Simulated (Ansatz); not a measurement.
System: bcc Fe. Method: r²SCAN (Ansatz, a quantum-chemistry and plane-wave program, plane waves, PAW).

Run with plane-wave cutoff 600 eV, 20×20×20 k mesh, Fermi–Dirac smearing 0.1 eV, finite displacements, spin-polarised with parallel moments, scalar-relativistic PAW data made under PBE.

The cell has the measured lattice parameters. Conventional cell: a = 2.8665 Å, b = 2.8665 Å, c = 2.8665 Å, α = 90.00°, β = 90.00°, γ = 90.00°.

Fe has the cubic space group Im-3m (No. 229), the bcc (W type) structure, Pearson symbol cI2. Cell: a = 2.8665 Å, b = 2.8665 Å, c = 2.8665 Å, α = 90.00°, β = 90.00°, γ = 90.00°. Fe on 2a is surrounded by 8 Fe at 2.482 Å and 6 Fe at 2.866 Å. (Neighbours: up to the widest gap in distance over summed covalent radii, below 1.35, at either atom.)
(The calculation used a cell of 1 atom; values per cell refer to that cell.)

Harmonic phonon frequencies (cm⁻¹; i marks an imaginary mode):

```tsv
q point	frequencies
H	?
N	154 242 293
```

### Question
What belongs in the gaps?

### Answer

- H, frequencies: 295 295 295

No imaginary mode appears at these points.

Note: the cell isn't this level's own, so it is under some stress, which shifts stiffness and frequencies.
